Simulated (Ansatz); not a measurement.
Task: a single point from an input written key by key of C3H5FO2, SMILES CC1(F)OCO1, with the Python package of Ansatz (0.2.0). Give the script and its output. Use: Hartree-Fock, cc-pVDZ basis, multiplicity 1.

The script reads `c3h5fo2.yaml`:
```yaml
crystal:
  periodic: [false, false, false]
  atoms:
    - { symbol: C, position_ang: [-0.706, -0.737, 1.1972] }
    - { symbol: C, position_ang: [0.3248, -0.1225, 0.311] }
    - { symbol: F, position_ang: [1.5197, -0.2317, 0.8431] }
    - { symbol: O, position_ang: [0.3319, -0.5704, -1.0482] }
    - { symbol: C, position_ang: [0.4293, 0.7702, -1.4873] }
    - { symbol: O, position_ang: [0.029, 1.2177, -0.1609] }
    - { symbol: H, position_ang: [-0.5517, -1.7539, 1.376] }
    - { symbol: H, position_ang: [-1.7038, -0.5726, 0.7174] }
    - { symbol: H, position_ang: [-0.7764, -0.165, 2.1956] }
    - { symbol: H, position_ang: [1.4609, 1.0367, -1.6994] }
    - { symbol: H, position_ang: [-0.2923, 1.0716, -2.2239] }
basis:
  gaussian: { orbitals: cc-pVDZ, nuclear_model: gaussian }
hamiltonian:
  xc: hf
```

Script `c3h5fo2_deck.py`:
```python
# -*- coding: utf-8 -*-
import logging
import sys

import ansatz as az

logging.basicConfig(stream=sys.stdout, format="%(levelname)s %(message)s")
log = logging.getLogger("calc")
log.setLevel(logging.INFO)

session = az.Session.from_deck("c3h5fo2.yaml")
summary = session.plan(threads=1).execute().report

log.info("reference energy %16.6f eV" % summary["reference_energy_ev"])
log.info("total energy     %16.6f eV" % summary["free_energy_ev"])
print("occupied orbitals outside the frozen core (up, down):", summary["n_occupied"], " frozen:", summary["n_frozen"], " virtual:", summary["n_virtual"])
symbols = ["C", "C", "F", "O", "C", "O", "H", "H", "H", "H", "H"]
field = summary["mean_field"]
print("<S^2> =", round(abs(field["state"]["spin_squared"]), 4), " all-electron relativity setting:", field["relativity"])
print("passes:", field["passes"])
if "symmetry" in field:
    print("occupied orbitals by irrep:", field["symmetry"]["occupied"])
```

```console
$ python c3h5fo2_deck.py
INFO reference energy     -9950.124202 eV
INFO total energy         -9950.124202 eV
occupied orbitals outside the frozen core (up, down): [24, 24]  frozen: 0  virtual: [85, 85]
<S^2> = 0.0  all-electron relativity setting: none
passes: {'evaluations': 12, 'products': 19}
occupied orbitals by irrep: [{'A': 24}, {'A': 24}]
```

Notes:
- The settings weren't tested for convergence.
- The geometry is a force-field or estimated start, not a minimum of this method, and the basis set is short of its limit.
- Wall time of the script: 0.9 s on 1 thread of Arm Neoverse V2, on a shared host, peak memory 0.24 GiB.

(A comment or docstring line of the script was reworded after the run, the code is as it ran; lines on the test bed's own set-up are left out of the output.)
